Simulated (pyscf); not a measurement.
**Routes from `[SH2]` + `[Cl][Ga][Cl]` [doublet]**

Candidate steps break at most two bonds and form at most two. Each was searched with GFN2-xTB (tblite) first. PySCF, gas phase, ωB97X-D3(BJ)/def2-SVP geometries. Energies: ωB97M-D3(BJ)/def2-TZVP, kJ/mol, from the separated reactants, doublet surface; ΔG‡ with ideal gas, 1 atm, RRHO with modes under 100 cm⁻¹ raised to 100, one conformer, R ln 2 for chiral ones without a mode under 150 cm⁻¹.

```csv
products,type,ΔE‡,ΔE,ΔG‡ 298 K,ΔG‡ 900 K,ν‡ (cm⁻¹)
[HS–Ga–Cl]• + HCl,four-centre exchange,33.3,+26.6,72.9,161.0,724i
HS–Ga(Cl)–Cl + H•,substitution at S,72.7,+54.3,102.3,178.4,839i
```

Row 1: On the reactant side the descent ends in an adduct with a Ga–S contact, 55.0 kJ/mol under the separated species and 77.3 kJ/mol under the saddle at ωB97X-D3(BJ)/def2-TZVP. On the product side the descent ends in a complex, 24.8 kJ/mol under the separated species and 24.5 kJ/mol under the saddle at ωB97X-D3(BJ)/def2-TZVP. Row 2: On the reactant side the descent ends in an adduct with a Ga–S contact, 54.9 kJ/mol under the separated species and 106.2 kJ/mol under the saddle at ωB97X-D3(BJ)/def2-TZVP. 

Plain bond fissions and candidates not yet searched are not listed, and one of them may be faster. Each barrier is that of the saddle found; lower ones may exist. Elements up to Kr have no core potential and no relativistic terms here.
